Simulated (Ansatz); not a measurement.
Basis sets over 5 cases of the optimised length of bonds between heavy atoms at HF with Ansatz (Al to Cl present), each against its own reference: (a) the value in aug-pcseg-3; (b) the value in pcseg-3; (c) the value in pcseg-4 (pcseg sets are built for DFT). By their distance from other large sets or by the extrapolation step the references are unsure by up to roughly 0.0006 Å. Each level at its own minimum; unrestricted open shells; no added dispersion term; no relativity. Cartesian d functions in some cases of 6-311+G**. (X+d) sets on Al to Cl for cc-pVXZ and aug-cc-pVXZ. Core-valence sets carry the plain set on hydrogen. 

Cases are drawn at random; left out are references unsure by over 0.0033 Å, doubtful singlets, and cases whose largest runs show a restricted determinant unstable towards unrestricted orbitals, <S^2> over 0.1 too high or, where CCSD(T) ran, T1 over 0.025 (0.045 for open shells). Sets are drawn from those converged to one state in every case.

Cases (SMILES) and reference values:
- [Cl][Al] (Al-Cl) (closed-shell singlet), one Al-Cl bond length: 2.1460 Å (c)
- [S]C (CH3-S), doublet, one C-S bond length: 1.7995 Å (b)
- [CH](Cl)Cl, doublet, one C-Cl bond length: 1.7044 Å (b)
- ClO (OH-Cl), one O-Cl bond length: 1.6413 Å (a)
- ClF (F-Cl), one F-Cl bond length: 1.5807 Å (c)

```tsv
basis	functions over def2-SVP (largest species, mean of cases)	mean signed deviation (Å)	mean absolute	largest	within 0.01 Å
STO-3G	0.4	0.0546	0.0570	0.0976	1 of 5
6-31G	0.7	0.1102	0.1102	0.1474	0 of 5
def2-SV(P)	0.9	0.0164	0.0164	0.0334	2 of 5
def2-SVP	1.0	0.0159	0.0159	0.0334	3 of 5
cc-pVDZ	1.2	0.0193	0.0193	0.0364	2 of 5
def2-SVPD	1.5	0.0215	0.0215	0.0324	1 of 5
aug-pcseg-1	1.6	0.0271	0.0271	0.0487	1 of 5
6-311+G**	1.6	0.0177	0.0177	0.0336	2 of 5
aug-cc-pVDZ	1.7	0.0191	0.0191	0.0309	2 of 5
6-311++G(2d,2p)	1.9	0.0147	0.0147	0.0260	3 of 5
def2-TZVP	2.0	0.0023	0.0023	0.0033	5 of 5
pcseg-2	2.1	0.0033	0.0046	0.0071	5 of 5
cc-pVTZ	2.2	0.0029	0.0029	0.0040	5 of 5
def2-TZVPP	2.4	0.0022	0.0022	0.0033	5 of 5
6-311++G(3df,3pd)	2.8	0.0015	0.0016	0.0051	5 of 5
def2-TZVPPD	2.9	0.0021	0.0021	0.0037	5 of 5
cc-pCVTZ	3.2	0.0032	0.0032	0.0046	5 of 5
cc-pVQZ	3.9	0.0005	0.0006	0.0012	5 of 5
def2-QZVP	4.2	0.0002	0.0004	0.0008	5 of 5
def2-QZVPP	4.2	0.0002	0.0004	0.0008	5 of 5
```

Among the sets for which every case ran a larger relative (same family, alike in diffuse functions, listed or not), the smallest listed that holds all cases within 0.01 Å together with them is def2-TZVP, at 2.0 times the functions of def2-SVP. Inside, though some case ran no larger relative to test it: 6-311++G(3df,3pd), def2-TZVPPD, cc-pCVTZ, cc-pVQZ, def2-QZVP, def2-QZVPP. Largest deviations of relatives not listed, over the cases that ran them: def2-QZVPPD 0.0008, cc-pV5Z 0.0011, pcseg-4 0.0000, pcseg-3 0.0005 Å. A case lies within its reference's uncertainty of the window's edge in def2-SVP, 6-311++G(2d,2p). These figures hold for the cases listed.

Ansatz is an electronic-structure program.
